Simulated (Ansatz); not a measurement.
# LiC+ (triplet): the correlation ladder at distance C1–Li2 = 2.784 Å, aug-cc-pVTZ

An exercise on one series of results from a longer session: the logs are not shown, and one member is left open.

Program: Ansatz 0.2.0, Gaussian basis. Level of theory: aug-cc-pVTZ, core rule «outside noble gas», up to 2 orbitals frozen. These are calculated values, not measurements.

To be run: UHF; CCSD(T) on ROHF; CCSD(T) on UHF; BCCD(T) on ROHF; CCSDT(Q) on ROHF; CCSDT(Q) on UHF; Full CI.

39 further runs of the same task are left out: 19 for a known fault of the program, 15 that didn't finish, 5 set aside as unsound or not needed.

**The system**

The geometry derives from a PBE0/def2-TZVP stationary point (not a proven minimum). One bond is set to the value named and the two fragments are kept rigid.

2 atoms, charge 1, spin multiplicity 3.

Atoms are counted from 1 here; the program's logs count them from 0.

No contacts short enough for the rule that draws bonds.

The first run:

in.yaml reads:

```yaml
crystal:
  periodic: [false, false, false]
  atoms:
    - {symbol: C, position_ang: [0.000000, 0.000000, 0.000000]}
    - {symbol: Li, position_ang: [0.000000, 0.000000, 2.784000]}
basis:
  gaussian: {orbitals: aug-cc-pVTZ}
total_charge: 1
magnetization: {spin_polarized: true, initial_magnetization: 2}
hamiltonian: {xc: hf}
output: {orbitals: {seedname: orbitals}}
```

Run with:

```console
ansatz run in.yaml --threads 1 --pin off --events-out ev --progress --plain --max-ram 2393MiB
```

Among the steps run: UHF; CCSD(T) on ROHF; CCSD(T) on UHF; BCCD(T) on ROHF; CCSDT(Q) on ROHF; CCSDT(Q) on UHF; Full CI.

One of the session's tables, all rows but one given; the rest of the session is left out.

| method | from FCI (meV) |
| --- | --- |
| ROHF | +2579.0 |
| UHF | +2454.3 |
| RMP2 | +617.7 |
| UMP2 | +613.9 |
| RCCSD | +76.9 |
| UCCSD | +72.5 |
| RCCSD(T) | +14.4 |
| UCCSD(T) | +12.7 |
| BCCD(T) | +14.4 |
| RCCSDT | ? |
| UCCSDT | -1.2 |
| RCCSDT(Q) | -0.5 |
| UCCSDT(Q) | -2.2 |
| FCI | 0 |

Q: Estimate the row for RCCSDT from the others.

As computed: from FCI (meV): +0.6. In the column «from FCI (meV)» it lies between FCI (0) and UCCSD(T) (+12.7).

Caveats from the session: UCCSDT(Q) falls below full CI: unrestricted runs freeze a spin-polarised core, another one than full CI's, and coupled cluster isn't variational. Levels on UHF freeze UHF's core orbitals, full CI those of ROHF, so the U rows can settle a little off it for that reason alone. Restricted and unrestricted rows rest on different reference determinants; where their highest levels disagree by more than a few hundredths of an eV, they describe different states and don't form one ladder.
